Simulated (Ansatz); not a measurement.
**CO (singlet): wave-function methods side by side, aug-cc-pVTZ**

How much of the correlation energy of CO (singlet) does each wave-function method recover here?

The runs use Ansatz 0.2.0, Gaussian basis; aug-cc-pVTZ, core rule «outside noble gas», up to 2 orbitals frozen.

Plan: UHF; CCSD(T) on RHF; BCCD(T) on RHF; CCSDT(Q) on RHF; CASSCF and MRCISD+Q, 10 electrons in 8 orbitals; CASSCF and NEVPT2, 10 electrons in 8 orbitals.

4 further runs of the same task are left out: 4 set aside as unsound or not needed. Runs told in other sessions of the task aren't counted.

**1. The geometry**

The geometry is a PBE0/def2-TZVPD stationary point (not a proven minimum) of the parent state, kept for this charge and spin.

2 atoms, charge 0, spin multiplicity 1.

Atoms are counted from 1 here; the program's logs count them from 0.

Bond lengths: O1–C2 1.157 Å.

**2. UHF**

Contents of in.yaml:

```yaml
crystal:
  periodic: [false, false, false]
  atoms:
    - {symbol: O, position_ang: [0.000000, 0.000000, 0.000000]}
    - {symbol: C, position_ang: [0.000000, 0.000000, 1.157400]}
basis:
  gaussian: {orbitals: aug-cc-pVTZ}
magnetization: {spin_polarized: true, initial_magnetization: 0}
hamiltonian: {xc: hf}
output: {orbitals: {seedname: orbitals}}
```

On the command line:

```console
> ansatz run in.yaml --threads 1 --pin off --events-out ev --progress --plain --max-ram 2816MiB --backend cpu
```

Further steps of the session: CCSD(T) on RHF; BCCD(T) on RHF; CCSDT(Q) on RHF; CASSCF and MRCISD+Q, 10 electrons in 8 orbitals; CASSCF and NEVPT2, 10 electrons in 8 orbitals.

**Question.** What will the summary of the whole plan be? Wanted: RCCSDT(Q) from the RHF energy; RMP2 from RCCSDT(Q); RCCSD from RCCSDT(Q); RCCSD(T) from RCCSDT(Q); NEVPT2 valence from RCCSDT(Q); MRCISD+Q valence from RCCSDT(Q); T1 diagnostic; effectively unpaired electrons.

As calculated:

| quantity | value |
| --- | --- |
| RCCSDT(Q) from the RHF energy | -10.5187 eV |
| RMP2 from RCCSDT(Q) | +54.9 kJ/mol |
| RCCSD from RCCSDT(Q) | +52.2 kJ/mol |
| RCCSD(T) from RCCSDT(Q) | +3.6 kJ/mol |
| NEVPT2 valence from RCCSDT(Q) | +119.5 kJ/mol |
| MRCISD+Q valence from RCCSDT(Q) | +8.4 kJ/mol |
| levels within 1 kcal/mol (43 meV) | RCCSD(T), BCCD(T), RCCSDT |
| T1 diagnostic | 0.020 |
| effectively unpaired electrons | 0.04 |

In words: RCCSD(T) misses by +3.6 kJ/mol, 0.4 % of the correlation energy. One determinant dominates. Of the multireference levels listed MRCISD+Q valence comes nearest in total energy (+8.4 kJ/mol), which doesn't show that its space is the better one. These misses are within one basis, not against nature.
